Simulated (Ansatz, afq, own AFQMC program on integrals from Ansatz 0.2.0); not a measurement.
## Where AFQMC and coupled cluster stand for AlH3⁺, doublet

| atom | x (Å) | y (Å) | z (Å) |
| --- | --- | --- | --- |
| Al | 0.0000 | 0.0744 | -0.0956 |
| H | 0.0000 | -1.3724 | -0.7540 |
| H | 0.4207 | -0.3098 | 1.6570 |
| H | -0.4207 | -0.3098 | 1.6570 |

Basis cc-pVDZ. Only valence electrons are correlated. Ansatz 0.2.0 and our own AFQMC program on the same integrals; the CISD trial comes from CCSD amplitudes, and released means the phaseless constraint is let go. Free projection: walkers drawn from exp(T), propagated without any constraint. Its projection time is finite, and what remains of the start isn't in its error. Error bars are statistical, one sigma.

Determinant: UHF, the one that the program's search chose, which needn't be the lowest solution. The geometry is a PBE0/def2-TZVP stationary point of this or a neighbouring charge and spin state.

Full CI on the same integrals is exact in this basis and with this determinant's frozen core.

The T1 diagnostic is 0.0155. The weight of the determinant in the CISD state is 0.945. The ⟨S²⟩ of the determinant is 0.759 and the size of the correlated space is 5 electrons in 28 orbitals.

Reference: full CI, correlation energy -2.200 eV. The released energy is read at 2.40 1/Eh (meV from the phaseless value at times in 1/Eh: -0.8 ± 0.6 at 0.24, -1.8 ± 1.0 at 0.51, -1.8 ± 0.4 at 0.99, -2.6 ± 0.4 at 1.62, -2.9 ± 0.5 at 2.40).

```
         level  E − E(reference) (kcal/mol)  share of correlation (%)
            HF                        50.74                      0.00
           MP2                        13.70                     73.00
          CCSD                         0.75                     98.52
       CCSD(T)                         0.22                     99.57
         CCSDT                         0.01                     99.99
      CCSDT(Q)                         0.00                    100.00
        CCSDTQ                         0.00                    100.00
   ph-AFQMC/HF                  0.01 ± 0.30                     99.98
 ph-AFQMC/CISD                  0.07 ± 0.01                     99.87
released AFQMC                  0.00 ± 0.01                    100.00
    free AFQMC                  0.00 ± 0.01                    100.00
```

CCSDT and higher add their correlation energy to the determinant of the CCSD(T) run, since their own runs factorise the integrals more tightly (a shift of under 2 meV). Free projections are given only where their last times agree within the noise and don't stop above the reference; a slow remainder of the start can still hide under it. A walk keeps the symmetry of its determinant, which the program's search chose and which needn't be the lowest solution, so a lower state of the same spin and another symmetry isn't excluded. Released energies are given only where the last usable release times agree within the noise; a slower fall can still hide under it.
